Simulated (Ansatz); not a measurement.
## Ansatz (development build ahead of 0.2.0) run

```yaml
crystal:
  periodic: [false, false, false]
  atoms:
    - { symbol: C, position_ang: [0.278, -0.2379, 0.2003] }
    - { symbol: O, position_ang: [-0.6807, -0.9364, 0.0481] }
    - { symbol: O, position_ang: [0.3776, 1.0264, -0.2064] }
    - { symbol: H, position_ang: [1.2196, -0.5453, 0.7021] }
    - { symbol: H, position_ang: [-0.4628, 1.2536, -0.6375] }
basis:
  gaussian: { orbitals: def2-SVP }
total_charge: 1
magnetization:
  spin_polarized: true
  initial_magnetization: 1
hamiltonian:
  xc: hf
correlation:
  method: mp2
  frozen_orbitals: { C: 1, H: 0, O: 1 }
output:
  forces: true
```

The input is written out in the form of the current development build from the run's settings.

The run gave:

| Property | Result |
| --- | --- |
| Converged | yes |
| Reference energy | -188.24885 hartree |
| Correlation energy | -0.44435 hartree |
| Total energy | -188.69320 hartree |
| Spin squared of the determinant | 0.766 |
| Stability test | minimum |

Forces (eV/Å):
```json
{"atom": "C1", "Fx": "3.931", "Fy": "5.052", "Fz": "-0.151"}
{"atom": "O2", "Fx": "-2.668", "Fy": "-2.280", "Fz": "-0.304"}
{"atom": "O3", "Fx": "-0.553", "Fy": "-2.767", "Fz": "0.750"}
{"atom": "H4", "Fx": "-0.292", "Fy": "-0.763", "Fz": "0.149"}
{"atom": "H5", "Fx": "-0.418", "Fy": "0.759", "Fz": "-0.443"}
```
